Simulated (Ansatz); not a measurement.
**Worked example: correlation energy of SbH, singlet**

Geometry: that of the SbH⁻, doublet, kept fixed. The triplet lies 1.0 eV lower here.

```xyz
2

Sb    0.0000    0.0000    0.0000
H     0.0000    0.0000    1.7338
```

Basis def2-SVPD with its core potentials; Ansatz 0.2.0. Correlated methods freeze the noble-gas cores and the filled d shells of p-block atoms, which leaves 6 electrons in 31 orbitals. R marks a restricted (for open shells ROHF) determinant. No spin–orbit coupling is included; scalar relativity enters through the core potentials alone.

Full CI is exact within this basis and frozen core; it isn't the basis-set limit.

The determinant fills πx and πy unequally, so it is a mixture of Σ and Δ, which weighs on every level built on one determinant.

Runs differ by some tens of microhartree through their thresholds, so steps under 0.03 kcal/mol mean nothing.

```csv
level,total energy (hartree)
RHF,-239.765771
RMP2,-239.844343
RCCSD,-239.871679
RCCSD(T),-239.876936
RCCSDT*,-239.881580
RCCSDT(Q)*,-239.882106
RCCSDTQ*,-239.881970
full CI,-239.881973
```

Question: What is the correlation energy at full CI, and what share of it do RMP2 and RCCSD recover?

Answer: E(corr) = -239.881973 − (-239.765771) = -0.116202 hartree = -3.162 eV. RMP2: -0.078572 / -0.116202 = 67.62 %. RCCSD: -0.105908 / -0.116202 = 91.14 %.

Question: By how many kcal/mol does RCCSD(T) miss full CI (1 hartree = 627.509 kcal/mol), and which steps make up the rest?

Answer: -239.876936 − (-239.881973) = 0.005037 hartree = 3.16 kcal/mol. Steps: RCCSDT − RCCSD(T) = -2.91, RCCSDT(Q) − RCCSDT = -0.33, RCCSDTQ − RCCSDT(Q) = 0.09, full CI − RCCSDTQ = 0.00 kcal/mol. With more than one leading determinant such errors change with state and geometry, and needn't cancel in differences.

An asterisk marks runs whose energy the program itself flagged as in doubt.
